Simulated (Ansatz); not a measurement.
# BHNSi: the cost of one run

Computed with Ansatz 0.2.0, Gaussian basis. Level: def2-TZVPP, core rule «outside noble gas», up to 7 orbitals frozen.

To be run: UHF; ROHF; CCSD(T) on UHF.

## Step 1: What is computed

The geometry is a PBE0/def2-TZVP stationary point (not a proven minimum) of the parent state, kept for this charge and spin.

4 atoms, charge 1, spin multiplicity 3.

Atoms are counted from 1 here; the program's logs count them from 0.

Bond lengths: B1–Si2 1.920 Å, Si2–N3 1.668 Å, Si2–H4 1.486 Å. Angles: B1–Si2–N3 121.8°, B1–Si2–H4 115.6°, N3–Si2–H4 122.6°.

## Step 2: UHF

in.yaml

```yaml
crystal:
  periodic: [false, false, false]
  atoms:
    - {symbol: B, position_ang: [0.000000, -0.564500, 1.717940]}
    - {symbol: Si, position_ang: [0.000000, 0.370053, 0.040934]}
    - {symbol: N, position_ang: [0.000000, -0.439646, -1.417676]}
    - {symbol: H, position_ang: [0.000000, 1.852957, 0.133591]}
basis:
  gaussian: {orbitals: def2-TZVPP}
total_charge: 1
magnetization: {spin_polarized: true, initial_magnetization: 2}
hamiltonian: {xc: hf}
output: {orbitals: {seedname: orbitals}}
```

On the command line:

```
ansatz run in.yaml --threads 1 --pin off --events-out ev --progress --plain --max-ram 4096MiB --backend cpu
```

**Question.** How long does this run take on 1 thread of AMD EPYC 7R13, shared host, and how much memory does it need?

About 17 s, with a peak of 0.27 GiB.
